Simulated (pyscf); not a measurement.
**Four-centre exchange: H₂Al–PH₂ + water (H₂O) → HO–AlH–PH₂ + hydrogen (H₂)**

Gas phase, singlet surface, charge 0. Bonds broken: Al2–H5, O7–H8. Bonds formed: Al2–O7, H5–H8. PySCF, gas phase, ωB97X-D3(BJ)/def2-SVP geometries.

Transition state (Å):

```xyz
9

P     -2.7889    -0.9093    -0.3084
Al    -0.9414     0.4347     0.0529
H     -2.9045    -1.2483     1.0727
H     -2.0154    -2.0583    -0.6428
H      0.5787    -0.4783     0.2925
H     -0.9633     1.6877     1.0217
O      0.1031     0.7034    -1.4820
H      0.6917     0.0179    -0.6253
H      0.5110     1.5487    -1.7094
```

One imaginary mode, 1302i cm⁻¹; descent along it reached the two sides named, in the forms told below.

```
bond    change  reactant side (Å)  saddle  product side
------  ------  -----------------  ------  ------------
Al2–H5  breaks              1.590   1.789         2.529
O7–H8   breaks              0.968   1.245           2.7
Al2–O7   forms              2.036   1.876         1.712
H5–H8    forms                3.5   1.049         0.762
```

Electronic energies relative to the separated reactants (kcal/mol):

| level | barrier | reaction energy | reverse barrier |
|---|---|---|---|
| ωB97X-D3(BJ)/def2-TZVP | -5.9 | -29.8 | 23.9 |
| PBE/def2-TZVP | -8.7 | -28.6 | 19.9 |
| r²SCAN/def2-TZVP | -9.9 | -31.3 | 21.3 |
| B3LYP-D3(BJ)/def2-TZVP | -5.8 | -30.2 | 24.4 |
| PBE0-D3(BJ)/def2-TZVP | -7.4 | -28.0 | 20.6 |
| M06-2X/def2-TZVP | -6.7 | -32.9 | 26.2 |
| ωB97M-D3(BJ)/def2-TZVP | -5.1 | -29.4 | 24.4 |
| HF/def2-TZVP | 9.0 | -26.7 | 35.7 |

With ωB97M-D3(BJ)/def2-TZVP energies and thermal terms (ideal gas, 1 atm, RRHO with modes under 100 cm⁻¹ raised to 100, one conformer, R ln 2 for chiral ones without a mode under 150 cm⁻¹), in kcal/mol:

| T (K) | ΔH‡ | ΔG‡ | ΔH | ΔG |
|---|---|---|---|---|
| 298 | -6.1 | 4.5 | -31.6 | -29.7 |
| 600 | -6.2 | 15.4 | -30.5 | -28.2 |
| 900 | -5.6 | 26.0 | -29.7 | -27.3 |
| 1200 | -4.9 | 36.5 | -29.0 | -26.6 |

On the reactant side the descent ends in an adduct with a Al–O contact, 22.7 kcal/mol under the separated species and 16.9 kcal/mol under the saddle at ωB97X-D3(BJ)/def2-TZVP. At ωB97X-D3(BJ)/def2-TZVP, PBE, r²SCAN, B3LYP-D3(BJ), PBE0-D3(BJ), M06-2X, ωB97M-D3(BJ) the saddle lies under the separated reactants, which points to a path from their complex (located at ωB97X-D3(BJ) alone). What is counted as formed (Al–O) is already present as a longer contact in the reactant adduct; forming that adduct is a step of its own. At the saddle there is also a short Al–H contact that neither side keeps. This is the saddle that the search found; another between the same sides may lie lower.
